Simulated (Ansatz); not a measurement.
fcc Pb was calculated with PBE (plane waves, PAW; Ansatz, a program for electronic structure).

Settings: plane-wave cutoff 520 eV, 20×20×20 k mesh, Fermi–Dirac smearing 0.05 eV, scalar-relativistic PAW data made under PBE.

Energies at three volumes about the minimum:

```
V (Å³/atom)  E − E_lowest (meV/atom)
-----------  -----------------------
31.369                          1.64
32.009                          0.00
32.649                          1.49
```

Fit a parabola by hand: where is the minimum, what lattice constant follows, and what is the bulk modulus?

Slopes: (0.00 − 1.64)/(32.009 − 31.369) = -2.562 and (1.49 − 0.00)/(32.649 − 32.009) = 2.328 meV/Å³. Curvature E″ = 2 × (2.328 − (-2.562))/(32.649 − 31.369) = 7.641 meV/Å⁶. From the middle of the first interval, the slope vanishes at V0 = 31.6890 − (-2.562)/7.641 = 32.024 Å³/atom. B = V0 E″ = 32.024 × 7.641 meV/Å³ × 0.1602 GPa per meV/Å³ = 39.2 GPa. With 4 atoms in the cube, a = (4 × 32.024)^(1/3) = 5.041 Å. The full Birch–Murnaghan fit to all volumes gives V0 = 32.012 Å³/atom and B0 = 39.2 GPa.

Measured, for comparison: bulk modulus 47 GPa (corrected for temperature and zero-point phonon effects; as tabulated in Levämäki et al. (2014), arXiv:1402.3671); lattice constant a 4.902 Å (low-temperature or extrapolated to 0 K; zero-point anharmonic expansion removed, sources range from 4.902 to 4.912; as tabulated in Csonka et al. (2009), arXiv:0903.4037). Computed less measured: bulk modulus -17 %.
